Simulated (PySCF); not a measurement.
# Calculated NMR parameters of piperazine

```
Formula                               : C4H10N2
SMILES                                : C1CNCCN1
Point group of the computed structure : C2h
Degrees of unsaturation               : 1
Carbon signals                        : 1
Proton signals                        : 2
```

Atom-mapped SMILES (the numbers label the heavy atoms): `[CH2:1]1[CH2:2][NH:3][CH2:4][CH2:5][NH:6]1` (H(Xn): hydrogen on atom n).

Theoretical values (PySCF): geometry from GFN2-xTB, PBE0/pcSseg-1 with gauge-including orbitals, J couplings at B3LYP/pcJ-1 (spin–dipole term only in couplings to heteroatoms). One computed conformer, in vacuum, equivalent nuclei averaged, non-relativistic Hamiltonian.

Chemical shifts δ = σref − σ; TMS for 1H and 13C; 15N vs NH3, all at this level.

| carbon | δC, type | δH (multiplicity, J in Hz) | HMBC from (abs. J ≥ 3 Hz) | span of the C tensor (ppm) |
| --- | --- | --- | --- | --- |
| C1/C2/C4/C5 | 54.0, CH2 | 2.69 (s) | H(C1)/H(C2)/H(C4)/H(C5) | 22 |

Other nuclei:
| atoms | nucleus | environment | δ (ppm) | σ (ppm) |
| --- | --- | --- | --- | --- |
| H(N3)/H(N6) | 1H | hydrogen on an amine nitrogen | 0.24 | 31.48 |
| N3/N6 | 15N | amine nitrogen | 57.2 | 210.6 |

Selected couplings (Hz, signed; the shortest-range and largest first, 30 at most; isotopes 13C, 1H, 15N): 1J(C1,H(C1)) 139.4, 1J(C1,N6) -3.9, 2J(N3,H(C2)) -2.9.

1. Carbon types of the structure: 4 × CH2, leaving 2 H on heteroatoms.
2. δC 54.0: sp3 CH2 bonded to N; the inductive effect lowers its shielding.
3. δH 2.69: hydrogen on an sp3 CH2 bonded to N; its carbon carries N, hence the downfield position.
4. δH 0.24: hydrogen on an amine nitrogen; labile proton, position sensitive to the medium.

Exchangeable OH/NH protons stand at their gas-phase positions; hydrogen bonding in a real sample shifts them, mostly to higher δ. Shifts are as computed. Against solution values, carbons near 30 ppm lie about +3 ppm off and those near 130 ppm about +5 ppm. Of 1211 compounds with measured shifts, 218 miss one by over three times the rms of a fit or turn the order of signals round; such compounds aren't used in these exercises. Couplings to exchangeable protons are dropped. Experimental scales use liquid or dissolved standards, which lie at an offset from isolated NH3 (liquid NH3: subtract about 20 ppm).
